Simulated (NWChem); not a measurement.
Species: C2H4O2, triplet; SMILES of the neutral closed-shell parent COC=O

```xyz
8

C     -0.3990    -1.4332    -0.1062
O      0.4963    -0.4563     0.3934
C      0.5287     0.7257    -0.2790
O     -0.4348     1.5386     0.1540
H     -0.1409    -1.7125    -1.1435
H     -0.3048    -2.3157     0.5403
H     -1.4416    -1.0763    -0.0801
H      0.6167     0.6908    -1.3849
```
Atoms are numbered in this order, from 1.

Program: NWChem. Spin-unrestricted. Geometry: optimised at PBE0/def2-SVP, spin-unrestricted. This spin state was assumed; another may lie lower. No stability test was run on the SCF state. Level M06-2X/def2-SVP: energy and gradient on several grids; changes count from the extra-fine grid, which is no exact limit either.

Task: Which is the coarsest grid (xfine; coarse; medium; xcoarse; fine) from which on the energy stays within 50 μHa and each gradient component within 100 μHa/bohr of xfine?

Result: fine.
```json
[
 {"grid": "xcoarse", "size of the energy change (μHa)": "10000", "largest change of a gradient component (μHa/bohr)": "4000", "time, medium = 1 (rough)": "about 1"},
 {"grid": "coarse", "size of the energy change (μHa)": "500", "largest change of a gradient component (μHa/bohr)": "600", "time, medium = 1 (rough)": "about 1"},
 {"grid": "medium", "size of the energy change (μHa)": "20", "largest change of a gradient component (μHa/bohr)": "200", "time, medium = 1 (rough)": "about 1"},
 {"grid": "fine", "size of the energy change (μHa)": "< 10", "largest change of a gradient component (μHa/bohr)": "40", "time, medium = 1 (rough)": "about 1"},
 {"grid": "xfine", "size of the energy change (μHa)": "< 10", "largest change of a gradient component (μHa/bohr)": "< 30", "time, medium = 1 (rough)": "4"}
]
```
